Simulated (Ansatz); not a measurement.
**BH2SO (SMILES O[B]S): where methods fail along a bond**

BH2SO: 5 atoms, total charge 0, spin state doublet. SMILES: `O[B]S`. The shape is that of a PBE0-D4/def2-TZVP optimisation. This is a higher conformer, about 7 kJ/mol above the lowest found by a separate search.

```xyz
5

O    -1.2947   -0.0547   -0.4356
B    -0.4543    0.8256    0.1097
S     1.2538    0.6942    0.6111
H    -0.9471   -0.9400   -0.6047
H     1.4921   -0.5986    0.2782
```

The B2–S3 distance is scanned; the parts on either side stay rigid. Basis STO-3G, 7 core orbitals frozen in the correlated methods; program Ansatz 0.2.0. FCI is exact within this basis and core. Energies in eV from each method's value at 1.785 Å; open shells run as named. The shape above is that at 1.785 Å.

```
distance (Å)  USVWN5  U-revPBE  UPBE0  UCCSD(T)   FCI
       1.785    0.00      0.00   0.00      0.00  0.00
       2.231    1.58      1.34   1.58      1.42  1.40
       2.677    3.43      2.98   3.33      2.93  2.92
       3.570    4.79      4.00   4.16      3.21  3.20
       4.462    4.94      4.09   4.20      3.21  3.21
```

Departure from the FCI curve at its largest: USVWN5 +1.73 eV at 4.46 Å; U-revPBE +0.89 eV at 4.46 Å; UPBE0 +1.00 eV at 4.46 Å; UCCSD(T) +0.01 eV at 2.68 Å. For the functionals part of the departure is owed to the small basis.
